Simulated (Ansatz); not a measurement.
This script for the Python package of Ansatz (0.2.0) starts 5 runs on BH₂O₂, SMILES O[B]O. What input does the engine get in each?

`bh2o2_relaxed_scan.py`
```python
"""Relaxed scan of one distance in BH2O2."""

import warnings

import ansatz as az
from ase import Atoms
import numpy as np

warnings.simplefilter("ignore", az.DeckWarning)

atoms = Atoms(["O", "B", "O", "H", "H"], positions=[
    [-1.2236, -0.3527, -0.2499],
    [-0.2889, 0.4031, 0.5425],
    [0.9801, -0.2014, 0.805],
    [-1.0123, -0.0138, -1.1959],
    [1.5945, 0.0912, 0.0568],
])
system = az.Crystal.molecule_from_ase(atoms)

base = (
    system.calculation()
    .basis(gaussian="def2-SVP")
    .functional("pbe0")
    .spin("collinear", total=1)
)
symbols = [site.symbol for site in system.cartesian_sites]
pairs = [(0, 1), (0, 3), (1, 2), (2, 4)]
print("held (A)   E (eV)        ", "  ".join(f"{symbols[i]}{i}-{symbols[j]}{j}" for i, j in pairs))
for length in [1.32, 1.44, 1.55, 1.73, 1.94]:
    r = base.relax(constraints=[az.DistanceConstraint((0, 1), at=length)], force_tolerance=0.02, max_steps=60).run(threads=1).report
    xyz = np.array(r["positions_ang"])
    print(f"{length:6.2f} {r['free_energy_ev']:14.5f}  ", "  ".join(f"{np.linalg.norm(xyz[i] - xyz[j]):.3f}" for i, j in pairs))
```

Run 1:
```yaml
crystal:
  periodic: [false, false, false]
  atoms:
    - { symbol: O, position_ang: [-1.2236, -0.3527, -0.2499] }
    - { symbol: B, position_ang: [-0.2889, 0.4031, 0.5425] }
    - { symbol: O, position_ang: [0.9801, -0.2014, 0.805] }
    - { symbol: H, position_ang: [-1.0123, -0.0138, -1.1959] }
    - { symbol: H, position_ang: [1.5945, 0.0912, 0.0568] }
basis:
  gaussian:
    orbitals: def2-SVP
hamiltonian:
  xc: pbe0
magnetization:
  spin_polarized: true
  initial_magnetization: 1.0
relax:
  f_tol: 0.02
  max_steps: 60
  constraints:
    - { distance: [0, 1], at: 1.32 }
```

Run 2, against run 1:
```diff
-    - { distance: [0, 1], at: 1.32 }
+    - { distance: [0, 1], at: 1.44 }
```

Run 3, against run 1:
```diff
-    - { distance: [0, 1], at: 1.32 }
+    - { distance: [0, 1], at: 1.55 }
```

Run 4, against run 1:
```diff
-    - { distance: [0, 1], at: 1.32 }
+    - { distance: [0, 1], at: 1.73 }
```

Run 5, against run 1:
```diff
-    - { distance: [0, 1], at: 1.32 }
+    - { distance: [0, 1], at: 1.94 }
```

```console
$ python bh2o2_relaxed_scan.py
held (A)   E (eV)         O0-B1  O0-H3  B1-O2  O2-H4
  1.32    -4794.63342   1.320  0.960  1.350  0.961
  1.44    -4794.49722   1.440  0.962  1.339  0.962
  1.55    -4794.05902   1.550  0.964  1.331  0.962
  1.73    -4793.18354   1.730  0.966  1.316  0.970
  1.94    -4792.12921   1.940  0.967  1.306  0.971
```

What to keep in mind:
- Total energies depend on the basis set; only differences at equal settings carry meaning.
- The energies are electronic: no zero-point or thermal terms, and the basis set is short of its limit.
- The run takes the species as open-shell (spin multiplicity 2), which needn't be its ground state.
- The script silences the warnings on its input, which a real study should read.
- Wall time of the script: 94 s on 1 thread of Arm Neoverse V1 (shared host), peak memory 0.19 GiB.
